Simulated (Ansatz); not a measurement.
## BH2⁻, triplet: from triple and quadruple zeta to the limit

```xyz
3

B     0.0000   -0.0819    0.0000
H     0.0000    0.4392   -1.0911
H     0.0000    0.4392    1.0911
```

Ansatz 0.2.0, UHF determinant, valence electrons correlated. Energies in eV.

| set | X | functions | Hartree–Fock | MP2 correlation | CCSD(T) correlation | time |
| --- | --- | --- | --- | --- | --- | --- |
| def2-TZVPPD | 3 | 71 | -700.4481 | -2.7844 | -3.4038 | 8 s on 1 × NVIDIA H100 80GB HBM3 with 1 thread of AMD EPYC 7R13 Processor (Zen 3) (shared host) |
| def2-QZVPPD | 4 | 129 | -700.5453 | -2.9514 | -3.5392 | 10 s on 1 × NVIDIA H100 80GB HBM3 with 1 thread of AMD EPYC 7R13 Processor (Zen 3), with other jobs on the host |

Hartree–Fock is taken to follow E(X) = E∞ + A·exp(−7.88·√X), correlation E(X) = E∞ + B·X^−2.97.

Question: Work out the CCSD(T) energy at the limit, and how far the shortcut misses it that extrapolates MP2 and adds CCSD(T) minus MP2 from the smaller set.

Answer: Hartree–Fock: E∞ = E4 + 0.1377·(E4 − E3) = -700.5586. Correlation: E∞ = E4 + 0.7407·(E4 − E3) = -3.6394 for CCSD(T) and -3.0751 for MP2. The limit is -704.1981 eV, 0.114 eV below def2-QZVPPD. The shortcut gives a correlation energy of -3.0751 + (-0.6194) = -3.6946, 55 meV lower than the direct value.
